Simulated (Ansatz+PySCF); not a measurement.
**doublet CH5N(+): levels of theory in one basis**

```xyz
7

H    -0.0182    0.9597   -1.3219
C     0.0623    0.0000   -0.8360
N     0.0049    0.0000    0.5831
H    -0.0182   -0.9597   -1.3219
H    -0.9646    0.0000    0.9382
H     0.4669    0.8277    0.9793
H     0.4669   -0.8277    0.9793
```

Basis set: cc-pVTZ (spherical functions). Correlated methods keep 2 orbitals frozen. Correlation on ROHF uses semicanonical orbitals with singles. Charge 1, multiplicity 2.

Computed with Ansatz (development build ahead of 0.2.0); each method stands on the lowest determinant of its kind that the runs found.

| method | E − E(ROHF) (eV) | <S²> of the determinant |
| --- | --- | --- |
| ROHF | 0.00 | 0.75 |
| UHF | -0.13 | 0.76 |
| ROHF-MP2 | -9.89 | – |
| UHF-MP2 | -9.88 | 0.76 |

**Question.** What does ROHF-CCSD(T) give on the same scale?

**Answer.** -10.96 eV.
